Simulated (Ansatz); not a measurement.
Cubic perovskite BaTiO3 (cubic high-temperature phase), treated with revPBE in Ansatz (PAW).

Numerical settings: plane-wave cutoff 520 eV, 8×8×8 k mesh, Fermi–Dirac smearing 0.01 eV, no spin polarisation, scalar-relativistic PAW data made under PBE.

Pressure at four volumes; x = ln(V/13.240 Å³). One pressure is withheld.

| V (Å³/atom) | x | P (GPa) |
|---|---|---|
| 12.445 | -0.0619 | 10.85 |
| 13.240 | 0.0000 | 0.00 |
| 13.769 | 0.0392 | -5.46 |
| 14.034 | 0.0582 | ? |

**Question.** Pass a parabola P(x) through the three rows shown, estimate the bulk modulus and its pressure derivative near zero pressure, and predict the withheld pressure.

**Answer.** Slopes between the rows: (0.00 − (10.85))/(0.0000 − (-0.0619)) = -175.28 and (-5.46 − (0.00))/(0.0392 − (0.0000)) = -139.29 GPa. Their difference over the span 0.1011 is c = 35.99/0.1011 = 356.0 GPa, so P(x) = 10.85 + (-175.28)(x − (-0.0619)) + 356.0 (x − (-0.0619))(x − (0.0000)). At the middle row B = −dP/dx = −[-175.28 + 356.0 × 0.0619] = 153.2 GPa, and B′ = dB/dP = 2c/B = 4.6. At x = 0.0582 the parabola gives -7.71 GPa; the run gives -7.77 GPa. The Birch–Murnaghan fit to the energies at all volumes has B0 = 152 GPa and B′ = 4.5.

Measured, for comparison: bulk modulus 162 GPa (temperature not stated, not corrected to a static lattice, our sources range from 162 to 173; as tabulated in Matsushita et al. (2011), arXiv:1104.2769). Computed (rounded) less measured: bulk modulus -6 % (-6 % to -12 % over the range).

Note: the relaxation could not lower the start's symmetry, so the cell can be a saddle point above a distorted one.

Spin–orbit coupling is not included.

Ansatz is a first-principles code.
